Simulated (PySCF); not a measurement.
A structure optimised at PBE0/6-31+G* (Å):
```
C 
C   1  1.3985
C   2  1.3808  1  122.51
S   3  1.6881  2  124.25  1     0.06
C   4  1.6880  3  103.48  2    -0.01
C   5  1.3808  4  124.27  3    -0.05
H   1  1.0867  2  118.50  3   179.98
H   2  1.0867  1  119.51  3  -179.99
H   3  1.0876  2  121.78  1  -179.99
H   5  1.0876  4  113.95  3   180.00
H   6  1.0867  1  119.52  2   179.99
```
Z-matrix in Å and degrees, rows numbered from 1.

Charge +1, singlet.

(1) Which heavy atoms are bonded, and with what formal order?

(2) Give the structure as a SMILES string.

(3) Name the point group.

(4) Which rings does it hold (smallest set)?

(5) Classify the heavy atoms.

(6) What is the arrangement about C3?

(7) What is the arrangement about C2?

Answers

(1) C1–C2 (aromatic); C2–C3 (aromatic); C3–S4 (aromatic); S4–C5 (aromatic); C5–C6 (aromatic); C1–C6 (aromatic). Hydrogens: H7 on C1; H8 on C2; H9 on C3; H10 on C5; H11 on C6. The orders are those of one drawing; other resonance forms can be drawn.

(2) `c1cc[s+]cc1`, [C5H5S]+.

(3) C2v (every atom within 0.08 Å of its image).

(4) C1–C2–C3–S4–C5–C6 (6 members, 0.00 Å rms from planarity).

(5) C1: aromatic CH carbon; C2/C6: aromatic CH carbon; C3/C5: aromatic CH next to a ring sulfur; S4: ring sulfur.

(6) It has 3 neighbours (C2, S4, H9) and is planar (angles 124.2°, 121.8° and 114.0°, sum 360.0°, 0.00 Å off the plane of its three neighbours).

(7) It has 3 neighbours (C1, C3, H8) and is planar (angles 122.5°, 119.5° and 118.0°, sum 360.0°, 0.00 Å off the plane of its three neighbours).

The numbers are calculated, not measured.
